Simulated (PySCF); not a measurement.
Frontier orbitals and the lowest excitations

Species: thionylimide, HNOS.
Geometry (GFN2-xTB, Å), atoms numbered from 1 in this order:
```xyz
4
HNOS angstrom
N     -0.3440    0.3079   -1.2502
S     -0.1987   -1.0371   -0.5767
O     -1.3435   -1.9257   -0.6278
H     -1.1856    0.6058   -1.7225
```

Computed with PySCF, TDDFT B3LYP/def2-SVPD, vertical, gas phase, core orbitals frozen in the response.

Kohn–Sham orbitals with the atoms that hold most of them (Löwdin shares over 4%, at most four atoms; ? is withheld):

```tsv
orbital	ε (eV)	atoms
HOMO-3	-12.62	O3 43%, S2 38%, N1 18%
HOMO-2	-9.41	N1 37%, S2 30%, O3 27%, H4 6%
HOMO-1	-9.04	?
HOMO	-8.70	O3 49%, N1 35%, S2 14%
LUMO	-3.17	?
LUMO+1	0.19	S2 68%, O3 12%, H4 11%, N1 10%
LUMO+2	0.41	S2 59%, H4 15%, O3 13%, N1 12%
```

(1) Give the leading atoms of the LUMO.

(2) Give the leading atoms of the HOMO-1.

(3) How does S1 compare with the orbital gap of 5.53 eV?

(4) Give energy, strength and leading configuration of S1, S2, S3 and S7, and follow the Löwdin shares of the leading atoms from the occupied to the empty orbital.

## Answers

(1) S2 (bonded to N and O) 44%; N1 (bonded to S and H) 31%; O3 (bonded to S) 22%.

(2) N1 (bonded to S and H) 42%; O3 (bonded to S) 39%; S2 (bonded to N and O) 15%.

(3) S1 is at 3.87 eV (f = 0.0000), 1.66 eV below the gap, made of HOMO→LUMO (99%). 

(4) 
- S1 (3.87 eV, f 0.0000), HOMO→LUMO (99%): O3 49% → 22%, N1 35% → 31%, S2 14% → 44%
- S2 (4.90 eV, f 0.0061), HOMO-2→LUMO (99%): N1 37% → 31%, S2 30% → 44%
- S3 (5.70 eV, f 0.081), HOMO-1→LUMO (89%): N1 42% → 31%, O3 39% → 22%, S2 15% → 44%
- S7 (8.01 eV, f 0.0044), HOMO-1→LUMO+1 (88%): N1 42% → 10%, O3 39% → 12%, S2 15% → 68%
